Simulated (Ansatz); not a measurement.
# Energy profile

The step: SiNH₅ ([NH2][SiH3]) + HF → SiH₃F ([F][SiH3]) + NH₃; bonds formed: Si1–F7, N2–H6; bonds broken: Si1–N2, H6–F7 (atoms numbered as in the saddle structure below).

```
9
angstrom
Si -0.5898 0.5502 -0.3004
N 0.3529 -0.8782 0.4188
H -0.3933 0.6894 -1.7559
H -1.9827 -0.0158 -0.1972
H -0.6358 1.7166 0.6019
H 1.2794 -0.1960 0.2161
F 1.5174 0.9483 -0.2571
H 0.1493 -1.0783 1.3902
H 0.3026 -1.7361 -0.1165
```

Electronic energies by CCSD(T) at an estimated basis limit (MP2 extrapolated from triple and quadruple zeta, plus CCSD(T) − MP2 in triple zeta), on PBE0-D4/def2-TZVP structures; SiNH6F, singlet; no counterpoise correction. Ansatz 0.2.0; basis: def2-TZVPP and def2-QZVPP; cores frozen in the correlated methods. Extrapolation: Hartree–Fock as exp(−7.88 √X), correlation as X^−2.97.

Q: Give the profile in eV, counted from the separated reactants. (Judge from chemistry; the value comes from the calculation.)

A: Computed:
| point | eV |
| --- | --- |
| separated: SiNH5 (linked as [NH2][SiH3]; Si1, N2, H3, H4, H5, H8, H9; singlet) + HF (H6, F7; singlet) | 0.000 |
| start structure | -0.425 |
| saddle | 0.357 |
| end structure | -1.012 |
| separated: SiH3F (linked as [F][SiH3]; Si1, H3, H4, H5, F7; singlet) + NH3 (N2, H6, H8, H9; singlet) | -0.880 |

T1 diagnostic: at most 0.012.

Steps of this kind, hydrogen fluoride cutting a network bond, underlie vapour etching and the fluorination step of atomic layer etching.

For scale, one of the runs: CCSD(T)/def2-TZVPP, 188 basis functions (an equivalent command: `ansatz run in.yaml --threads 2`). The run took 45 s on 2 CPU threads (shared host), with 2 GiB of host memory at its peak.
